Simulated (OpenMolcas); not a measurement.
**SiHOF (SMILES O[Si]F): levels of theory compared**

We compute a comparison of 6 runs (B2PLYP/STO-3G, PBE/STO-3G, PBE0/STO-3G, UB3LYP/STO-3G, UPBE/STO-3G, CISD/STO-3G) of SiHOF. 

The calculation is run with OpenMolcas 26.06.

3 further runs of the same task are left out: 1 for a known fault of the program, 2 set aside as unsound or not needed.

## Step 1: Starting point

SiHOF has 4 atoms, charge 0, and is taken as a singlet. SMILES: `O[Si]F`. The Si2–F3 distance was set to 2.060 Å, away from the relaxed value.

Bond lengths: O1–Si2 1.607 Å, O1–H4 0.960 Å. Angles: Si2–O1–H4 126.0°. A long bond or contact: Si2–F3 2.060 Å.

## Step 2: A single-point energy at B2PLYP/STO-3G (run 1)

Input file job.inp:

```
>>> EXPORT MOLCAS_PRINT=2

&GATEWAY
 BasLib=$CurrDir
 Coord
 4
 angstrom
 O       -0.718993       1.058951       0.022027
 Si       0.111777       0.401361       1.230227
 F        0.903200      -1.214360       0.226270
 H       -0.770803       0.723421      -0.876193
 Basis=STO-3G
 Group=NoSym

&SEWARD
 GridInput
 Grid=UltraFine
 End of Grid

&SCF
 KSDFT=B2PLYP_SCF
 Thresholds=1e-10 1e-07 1e-07 1e-05
 PrOrbitals=1 1

&MBPT2
 Frozen=7
```

The basis set STO-3G is read from a file made from the Basis Set Exchange's data (not shown).

Command:

```
$ export MOLCAS_MEM=1860
$ pymolcas job.inp > job.log
```

Standard output:

```text
--- Start Module: gateway ---
[...]
--- Stop Module: gateway /rc=_RC_ALL_IS_WELL_ ---
[...]
      Basis functions           20
[...]
--- Start Module: scf ---
[...]
       Convergence after  13 Iterations
[...]
::    Total KS-DFT energy                            -458.8434436423
[...]
      Total spin, S                                     0.0000000000
[...]
      Total electronic charge=   32.000000
      Total            charge=   -0.000000
[...]
      Dipole Moment (debye):
      Origin of the operator (angstrom)=    0.1252    0.0910    0.5969
                   X= -7.6674E-01               Y=  9.7856E-01               Z= -3.1022E-01           Total=  1.2813E+00
      Quadrupole Moment (debye*angstrom):
[...]
--- Stop Module: scf /rc=_RC_ALL_IS_WELL_ ---
[...]
--- Start Module: mbpt2 ---
[...]
 ###    WARNING: MP2 implementation intended for RHF references only         ###
 ###############################################################################
MBPT2 WARNING: Reference function according to RunFile:KS-DFT
I'll assume you know what you're doing and continue
WARNING!
Default frozen orbitals as non valence orbitals is overwritten by user input.
Default values:   4
[...]
       Reference weight ( Cref**2 )         =        0.87477
::    Total MBPT2 energy                             -459.0034706616
[...]
      Total MBPT2 calculations                           0.02      0.02
--- Stop Module: mbpt2 /rc=_RC_ALL_IS_WELL_ ---
[...]
```

Wall time 2.4 s (1 thread of Intel Xeon 6975P-C (Granite Rapids), shared host); peak memory 0.37 GiB.

## Step 3: A single-point energy at PBE/STO-3G (run 2)

Input file job.inp:

```
* FHOSi Kohn-Sham DFT

&GATEWAY
 BasLib
 $CurrDir
 Coord
 4
 angstrom
 O       -0.718993       1.058951       0.022027
 Si       0.111777       0.401361       1.230227
 F        0.903200      -1.214360       0.226270
 H       -0.770803       0.723421      -0.876193
 Basis
 STO-3G
 Group
 NoSym

&SEWARD
 GridInput
 Grid=UltraFine
 End of Grid

&SCF
 KSDFT
 PBE
 Thresholds
 1e-10 1e-07 1e-07 1e-05
 PrOrbitals
 1 1
```

The basis set STO-3G is read from a file made from the Basis Set Exchange's data (not shown).

Command:

```
$ export MOLCAS_MEM=1860
$ pymolcas job.inp > job.log
```

Standard output:

```text
--- Start Module: gateway ---
[...]
--- Stop Module: gateway /rc=_RC_ALL_IS_WELL_ ---
--- Start Module: seward ---
[...]
      Basis functions           20
--- Stop Module: seward /rc=_RC_ALL_IS_WELL_ ---
--- Start Module: scf ---
[...]
       Convergence after  20 Iterations
[...]
::    Total KS-DFT energy                            -458.9097141924
[...]
      Total spin, S                                     0.0000000000
[...]
      Total electronic charge=   32.000000
      Total            charge=   -0.000000
[...]
      Dipole Moment (debye):
      Origin of the operator (angstrom)=    0.1252    0.0910    0.5969
                   X= -6.9976E-01               Y=  6.1457E-01               Z= -8.8997E-01           Total=  1.2882E+00
      Quadrupole Moment (debye*angstrom):
[...]
--- Stop Module: scf /rc=_RC_ALL_IS_WELL_ ---
[...]
```

It took 3.3 s on 1 thread of Intel Xeon 6975P-C (Granite Rapids), shared host; peak memory 0.37 GiB.

## Step 4: The energy at PBE0/STO-3G (run 3)

Input file job.inp:

```
&gateway
  baslib=$CurrDir
  coord
  4
  angstrom
  O       -0.718993       1.058951       0.022027
  Si       0.111777       0.401361       1.230227
  F        0.903200      -1.214360       0.226270
  H       -0.770803       0.723421      -0.876193
  basis=STO-3G
  group=NoSym

&seward
  gridinput
  Grid=UltraFine
  End of Grid

&scf
  ksdft=PBE0
  thresholds=1e-10 1e-07 1e-07 1e-05
  prorbitals=1 1
```

The basis set STO-3G is read from a file made from the Basis Set Exchange's data (not shown).

Command:

```
$ export MOLCAS_MEM=1860
$ pymolcas job.inp > job.log
```

Standard output:

```text
--- Start Module: gateway ---
[...]
--- Stop Module: gateway /rc=_RC_ALL_IS_WELL_ ---
--- Start Module: seward ---
[...]
      Basis functions           20
--- Stop Module: seward /rc=_RC_ALL_IS_WELL_ ---
--- Start Module: scf ---
[...]
       Convergence after  14 Iterations
[...]
::    Total KS-DFT energy                            -458.9647899729
[...]
      Total spin, S                                     0.0000000000
[...]
      Total electronic charge=   32.000000
      Total            charge=   -0.000000
[...]
      Dipole Moment (debye):
      Origin of the operator (angstrom)=    0.1252    0.0910    0.5969
                   X= -7.6708E-01               Y=  8.3188E-01               Z= -6.3074E-01           Total=  1.2955E+00
      Quadrupole Moment (debye*angstrom):
[...]
--- Stop Module: scf /rc=_RC_ALL_IS_WELL_ ---
[...]
```

Run time: 2.6 s. Hardware: 1 thread of Intel Xeon 6975P-C (Granite Rapids), shared host; peak memory 0.37 GiB.

Runs 4 to 5 aren't shown in full; the table further down has their settings and results.

## Step 5: The energy at CISD/STO-3G (run 6)

Input file job.inp:

```
* FHOSi CISD
&GATEWAY
BASLIB=$CurrDir
COORD
4
angstrom
O       -0.718993       1.058951       0.022027
Si       0.111777       0.401361       1.230227
F        0.903200      -1.214360       0.226270
H       -0.770803       0.723421      -0.876193
BASIS=STO-3G
GROUP=NoSym
&SEWARD
&SCF
THRESHOLDS=1e-10 1e-07 1e-07 1e-05
PRORBITALS=1 1
&MOTRA
FROZEN=7
&GUGA
ELECTRONS=18
SPIN=1
INACTIVE=9
ACTIVE=0
CIALL=1
&CPF
SDCI
```

The basis set STO-3G is read from a file made from the Basis Set Exchange's data (not shown).

Command:

```
$ export MOLCAS_MEM=1860
$ pymolcas job.inp > job.log
```

Standard output:

```text
--- Start Module: gateway ---
[...]
--- Stop Module: gateway /rc=_RC_ALL_IS_WELL_ ---
[...]
      Basis functions           20
[...]
       Convergence after  14 Iterations
[...]
::    Total SCF energy                               -457.9824566514
[...]
      Total spin, S                                     0.0000000000
[...]
      *** WARNING: Default frozen orbitals is overwritten by user input.
      *** Default values:   4
[...]
--- Start Module: guga ---
[...]
--- Stop Module: guga /rc=_RC_ALL_IS_WELL_ ---
--- Start Module: cpf ---
[...]
      Active orbitals                            0       0
[...]
      Spin quantum number                      0.0
[...]
     FINAL CI ENERGY          -458.10350275
     FINAL CORRELATION ENERGY   -0.12104610  REFERENCE ENERGY    -457.98245665
[...]
     REL. CI ENERGY           -458.10350275
[...]
      Total electronic charge=   32.000000
      Total            charge=   -0.000000
[...]
      Dipole Moment (debye):
      Origin of the operator (angstrom)=    0.1252    0.0910    0.5969
                   X= -6.4541E-01               Y=  6.7280E-01               Z= -5.9036E-01           Total=  1.1035E+00
      Quadrupole Moment (debye*angstrom):
[...]
--- Stop Module: cpf /rc=_RC_ALL_IS_WELL_ ---
[...]
```

Wall time 1.4 s (1 thread of Intel Xeon 6975P-C (Granite Rapids), shared host); peak memory 0.37 GiB.

## Step 6: Overview of the runs

| run | level | frozen core orbitals | scramble | energy (Eh) | dipole moment (D) of the reference | HOMO energy (eV) | LUMO energy (eV) | wall time |
| --- | --- | --- | --- | --- | --- | --- | --- | --- |
| 1 | B2PLYP/STO-3G | 7 | – | -458.886651 | 1.28 | -4.30 | 3.99 | 2.4 s |
| 2 | PBE/STO-3G | – | – | -458.909714 | 1.29 | -0.70 | 1.95 | 3.3 s |
| 3 | PBE0/STO-3G | – | – | -458.964790 | 1.30 | -2.76 | 2.65 | 2.6 s |
| 4 | UB3LYP/STO-3G | – | 0.25 | -459.224997 | 1.25 | -2.40 | 2.48 | 4.8 s |
| 5 | UPBE/STO-3G | – | 0.25 | -458.909714 | 1.29 | -0.70 | 1.95 | 4.5 s |
| 6 | CISD/STO-3G | 7 | – | -458.103503 | 1.38 | -6.24 | 6.39 | 1.4 s |

## Step 7: Outcome

| quantity | value |
| --- | --- |
| run 6: total energy | -458.10350 Eh |
| run 6: dipole moment (mean-field density) | 1.38 D |
| run 6: HOMO energy (Hartree–Fock orbitals) | -6.24 eV |
| run 6: LUMO energy (Hartree–Fock orbitals) | 6.39 eV |
| run 6: HOMO–LUMO gap (Hartree–Fock orbitals) | 12.63 eV |
| run 6: correlation energy (7 core orbitals frozen) | -121.0 mEh |

What this shows: Over runs 1, 2, 3, 4, 5 the dipole moment (its size) runs from 1.25 D (UB3LYP/STO-3G) to 1.30 D (PBE0/STO-3G). Over runs 1, 2, 3, 4, 5 the HOMO–LUMO gap runs from 2.65 eV (PBE/STO-3G) to 8.28 eV (B2PLYP/STO-3G). A double hybrid's value is that of its SCF part. For B2PLYP the log adds the whole second-order term; the table takes 0.27 of it, as the functional is defined. Totals of different functionals can't be ranked against each other. In runs 1, 2, 3, 4, 5, 6 the basis is minimal, so the values are rough. All runs together took 19 s, the longest 4.8 s.
